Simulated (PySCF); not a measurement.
methanethiol cation (CH₄S), SMILES CS (connectivity only; charge and spin as stated), charge +1, multiplicity 2.

Coordinates come from a PBE0-D3(BJ)/def2-TZVP optimisation. The spin state was assumed, not searched.

Computed with ωB97X/def2-TZVPD run with PySCF.

The molecule is in vacuum.

Computed frontier levels, dipole moment and polarisability:
```json
{
 "α spin, highest occupied and lowest empty level": "-18.39 and -4.19 eV",
 "β spin, highest occupied and lowest empty level": "-19.33 and -9.51 eV",
 "dipole_moment_about_the_centre_of_nuclear_charge": "1.19 D",
 "mean_static_polarisability": "27.7 bohr³ (4.11 Å³)",
 "polarisability_principal_values": "22.7, 25.7, 34.8 bohr³",
 "⟨S²⟩": "0.755 (pure state 0.75)"
}
```
